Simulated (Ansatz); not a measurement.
Relaxation of BClHS (4 atoms, charge 0, multiplicity 2), to a largest force component of 0.02 eV/Å in at most 40 steps.

Computed with Ansatz, UKS PBE0/def2-SVP.

```xyz
4
Properties=species:S:1:pos:R:3
S 0.708 -1.073 0.377
B -0.424 -0.024 -0.802
Cl -1.849 0.979 -0.145
H 1.621 0.058 0.550
```

Question: Where does it end, and by what steps?

Answer: It converged. After 9 steps the energy has fallen by 1.019 eV; B2 moved furthest, 0.68 Å.

| step | energy less start (eV) | largest force component (eV/Å) | accepted |
| --- | --- | --- | --- |
| 0 | 0.0000 | 2.524 | yes |
| 1 | -0.3449 | 1.018 | yes |
| 2 | -0.5471 | 0.373 | yes |
| 3 | -0.7678 | 1.064 | yes |
| 4 | -0.9254 | 1.431 | yes |
| 5 | -0.9610 | 0.584 | yes |
| 6 | -1.0156 | 0.269 | yes |
| 7 | -1.0179 | 0.165 | yes |
| 8 | -1.0189 | 0.025 | yes |
| 9 | -1.0189 | 0.001 | yes |

```xyz
4
Properties=species:S:1:pos:R:3
S 0.564 -0.785 0.541
B -0.298 0.479 -0.356
Cl -2.022 0.614 -0.429
H 1.811 -0.368 0.224
```

Whether the end is a true minimum wasn't checked by a vibrational analysis.

The run took 31 s on 1 thread of AMD EPYC 7R43 64-Core Processor (Zen 3) (shared host), peak memory 0.15 GiB.
